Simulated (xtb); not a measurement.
xtb input:

```bash
xtb mol.xyz --gfn 2 --ohess tight --chrg 1 --uhf 0
```
mol.xyz:
```
4

S      0.24293495    -0.01791241     0.18821489
H      0.20643244     0.93464037    -0.74796188
H      0.19027333    -0.96635910    -0.73312537
H     -0.60857895     0.00550918     1.29029746
```

**Question.** Predict the final energy.

**Answer.** -4.27339 Eh (GFN2-xTB).
